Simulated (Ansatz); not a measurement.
Relaxation of CH$_{5}$ClN (8 atoms, charge -1, multiplicity 1), to a largest force component of 0.03 eV/Å in at most 50 steps.

These are results of RKS PBE/def2-SVP in Ansatz 0.2.0, not measurements.

```xyz
8
Properties=species:S:1:pos:R:3:forces:R:3
Cl -2.173 -1.377 -1.091 -1.20 -0.88 -0.65
C -0.827 -0.376 -0.351 1.20 0.92 0.66
N 1.247 1.103 0.736 0.06 -0.05 0.00
H -0.674 0.563 -0.908 -0.05 0.01 -0.01
H -1.054 -0.111 0.694 -0.07 0.01 0.01
H 0.124 -0.929 -0.357 0.10 -0.04 0.00
H 1.858 0.838 -0.081 -0.04 -0.01 0.06
H 1.499 0.289 1.357 -0.01 0.05 -0.06
```

Q: Where does it end, and by what steps?

A: It converged. Limits of this set-up: an anion without diffuse functions, the dipole of an ion depends on the origin. After 32 steps the energy has fallen by 2.994 eV; Cl1 moved furthest, 2.41 Å. Parted: Cl1–C2. Joined: C2–N3.

```csv
step,energy less start (eV),largest force component (eV/Å),accepted
0,0.0000,1.204,yes
2,0.0126,2.013,no
4,-0.2465,0.734,yes
6,-0.9247,2.311,yes
8,-2.2465,2.176,yes
10,-2.4876,0.206,yes
12,-2.5033,0.040,yes
14,-2.5342,0.187,yes
16,-2.5813,0.165,yes
18,-2.6316,0.203,yes
20,-2.6987,0.223,yes
22,-2.8036,0.251,yes
24,-2.9146,0.172,yes
26,-2.9567,0.204,yes
28,-2.9703,0.809,yes
30,-2.9928,0.075,yes
32,-2.9937,0.027,yes
```

```xyz
8
Properties=species:S:1:pos:R:3
Cl -0.231 -2.692 -0.557
C -0.410 0.704 0.162
N 0.925 0.115 0.292
H -0.362 1.752 -0.219
H -0.903 0.761 1.161
H -1.093 0.104 -0.492
H 1.350 0.182 -0.648
H 0.725 -0.925 0.301
```

Time of the run: 50 s on 1 thread of Arm Neoverse V2, with other jobs on the host, peak memory 0.13 GiB.
